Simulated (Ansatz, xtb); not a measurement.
**C3H4F: which of two isomers lies lower**

We compare X, `[CH2]C(=C)F`, a doublet, with Y, `[CH2]/C=C\F`, a doublet. Both are isolated molecules in the gas phase, relaxed with B3LYP/6-31G*; the shapes shown needn't be the lowest conformers.

X (Å):

```yaml
atoms:
  - { symbol: C, position_ang: [-2.1230, 0.6899, -0.1451] }
  - { symbol: C, position_ang: [-0.9190, 0.0217, -0.0334] }
  - { symbol: C, position_ang: [-0.5365, -0.8599, 0.9590] }
  - { symbol: F, position_ang: [-0.0065, 0.2589, -1.0117] }
  - { symbol: H, position_ang: [-2.8965, 0.5481, 0.5995] }
  - { symbol: H, position_ang: [-2.3077, 1.3609, -0.9749] }
  - { symbol: H, position_ang: [-1.2142, -1.0953, 1.7703] }
  - { symbol: H, position_ang: [0.4415, -1.3247, 0.9383] }
```

Y (Å):

```yaml
atoms:
  - { symbol: C, position_ang: [-1.8728, 0.9581, 0.4900] }
  - { symbol: C, position_ang: [-1.5559, -0.3897, 0.4520] }
  - { symbol: C, position_ang: [-0.4025, -0.9227, -0.0849] }
  - { symbol: F, position_ang: [0.5332, -0.1249, -0.6325] }
  - { symbol: H, position_ang: [-2.8015, 1.3027, 0.9299] }
  - { symbol: H, position_ang: [-1.2003, 1.7039, 0.0807] }
  - { symbol: H, position_ang: [-2.2504, -1.1158, 0.8705] }
  - { symbol: H, position_ang: [-0.1416, -1.9741, -0.1215] }
```

Question: Estimate E(Y) − E(X) at the level CCSD(T)/def2-SVP.

Answer: Too close to call at this level: CCSD(T)/def2-SVP gives E(Y) − E(X) = +4.28 kJ/mol.

How the difference moves with the method:

```
             level      geometry  E(Y) − E(X) (kJ/mol)  departure from the last row (kJ/mol)  job, with rough time for the two
          GFN2-xTB      GFN2-xTB                   +0.85                                 −3.43              optimisation, 0.52 s
         HF/STO-3G      GFN2-xTB                   −1.91                                 −6.19               single point, 1.9 s
r2SCAN-D4/def2-SVP      GFN2-xTB                   +4.69                                 +0.41                single point, 14 s
      B3LYP/6-31G*  B3LYP/6-31G*                   +6.82                                 +2.54               optimisation, 100 s
       HF/def2-SVP  B3LYP/6-31G*                   +7.25                                 +2.97           part of the CCSD(T) run
      MP2/def2-SVP  B3LYP/6-31G*                   +5.16                                 +0.88           part of the CCSD(T) run
  CCSD(T)/def2-SVP  B3LYP/6-31G*                   +4.28                                                      single point, 72 s
```

As drawn, both hold the same kinds of bond in the same numbers.

GFN2-xTB, HF/STO-3G find them nearly level. The largest departure from CCSD(T)/def2-SVP is that of HF/STO-3G, 6.19 kJ/mol. MP2 in a larger basis moves the difference by +1.9 kJ/mol, a step that isn't added because spin contamination makes open-shell MP2 unreliable in this search.

With harmonic frequencies from B3LYP/6-31G* (ideal gas, rigid rotor, one conformer each, 298.15 K, 1 atm): on the last row, ΔE + ΔZPE = +6.55, ΔH = +6.78, ΔG = +6.06 kJ/mol.

Open shells are spin-unrestricted, with notable spin contamination under HF/STO-3G, HF/def2-SVP, MP2/def2-SVP, CCSD(T)/def2-SVP. The correlated steps freeze 4 core orbitals. Programs: Ansatz 0.2.0, xtb 6.7.1; the last row on 1 thread of AMD EPYC (Zen 3) on a shared host.
